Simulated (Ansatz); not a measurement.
**NH3 with SiH4: structure and interaction energy**

Aim: relax the pair, then compute its interaction energy with counterpoise at many levels, up to CCSD(T).

Program: Ansatz 0.2.0, Gaussian basis. Level of theory: PBE0-D4 structure, single points in def2-TZVPPD. These are calculated values, not measurements.

Levels: PBE-D4, revPBE-D4, BLYP-D4, r2SCAN-D4, B97M-V, PBE0-D4, B3LYP-D4, HSE06-D4, wB97X-V, wB97M-V, B2PLYP, Hartree-Fock, MP2, CCSD, CCSD(T). The reference is CCSD(T) extrapolated to the basis limit.

Correlated methods freeze the cores. B3LYP uses VWN-RPA correlation. B2PLYP carries no dispersion term here.

27 further runs of the same task are left out: 27 set aside as unsound or not needed.

## (1) The starting structure

The pair, from a GFN2-xTB docking trial: 9 atoms, charge 0, spin multiplicity 1.

Atoms are counted from 1 here; the program's logs count them from 0.

Bond lengths: N1–H2 1.013 Å, N1–H3 1.013 Å, N1–H4 1.013 Å, Si5–H6 1.463 Å, Si5–H7 1.463 Å, Si5–H8 1.462 Å, Si5–H9 1.460 Å. Angles: H2–N1–H3 107.6°, H2–N1–H4 107.6°, H3–N1–H4 107.3°, H6–Si5–H7 109.0°, H6–Si5–H8 109.1°, H6–Si5–H9 109.8°, H7–Si5–H8 109.4°, H7–Si5–H9 109.7°, H8–Si5–H9 109.8°.

Coordinates:

| atom | x (Å) | y (Å) | z (Å) |
| --- | --- | --- | --- |
| N1 | 0.1756 | 0.0318 | -2.2098 |
| H2 | -0.7699 | 0.1801 | -2.5427 |
| H3 | 0.2167 | -0.8968 | -1.8082 |
| H4 | 0.3431 | 0.6912 | -1.4599 |
| Si5 | 0.0086 | -0.0020 | 1.6084 |
| H6 | -1.4130 | -0.1001 | 1.2792 |
| H7 | 0.5294 | 1.2678 | 1.1015 |
| H8 | 0.7242 | -1.1081 | 0.9755 |
| H9 | 0.1854 | -0.0639 | 3.0559 |

Atoms 1 to 4 are fragment A (NH3), the rest fragment B (SiH4).

## (2) A first relaxation in a small basis

The input, pre/in.yaml:

```yaml
crystal:
  periodic: [false, false, false]
  atoms:
    - {symbol: N, position_ang: [0.175600, 0.031800, -2.209800]}
    - {symbol: H, position_ang: [-0.769900, 0.180100, -2.542700]}
    - {symbol: H, position_ang: [0.216700, -0.896800, -1.808200]}
    - {symbol: H, position_ang: [0.343100, 0.691200, -1.459900]}
    - {symbol: Si, position_ang: [0.008600, -0.002000, 1.608400]}
    - {symbol: H, position_ang: [-1.413000, -0.100100, 1.279200]}
    - {symbol: H, position_ang: [0.529400, 1.267800, 1.101500]}
    - {symbol: H, position_ang: [0.724200, -1.108100, 0.975500]}
    - {symbol: H, position_ang: [0.185400, -0.063900, 3.055900]}
basis:
  gaussian: {orbitals: def2-SVP}
hamiltonian: {xc: pbe, dispersion: d4}
relax: {f_tol: 0.03, max_steps: 250}
```

No record of the launch command was kept for these runs.

After this run come: Relaxation at PBE0-D4; CCSD(T)/def2-TZVPPD; MP2/def2-QZVPPD; Vibrations of the pair.

What does the calculation give? Wanted: interaction energy, CCSD(T)/CBS; of it Hartree-Fock; D4 term of PBE0-D4; shortest contact; lowest wavenumber.

**Answer**, as computed:

| quantity | value |
| --- | --- |
| interaction energy, CCSD(T)/CBS | -0.82 kcal/mol |
| of it Hartree-Fock (basis limit) | +0.75 kcal/mol |
| D4 term of PBE0-D4 | -0.74 kcal/mol |
| shortest contact | H3–H8 2.85 Å |
| lowest wavenumber | 20 cm⁻¹ |

The pair is bound by 0.82 kcal/mol at fixed fragment shapes. Hartree-Fock doesn't bind it at this geometry, so correlation, mostly dispersion, holds it together. Among the functionals revPBE-D4 lands nearest to CCSD(T)/CBS (+0.03 kcal/mol) and B2PLYP farthest (+0.85 kcal/mol). Mean unsigned error by rung: GGA 0.20, meta-GGA 0.25, hybrid 0.13, screened hybrid 0.22, range-separated hybrid 0.05, double hybrid 0.85 kcal/mol. PBE-D4 gives an interaction energy 0.39 kcal/mol too low, an error of 47 % of the reference. CCSD(T) moves by -0.21 kcal/mol from triple zeta to the limit; gaps between functionals far smaller than that don't rank them. A lower arrangement may exist.
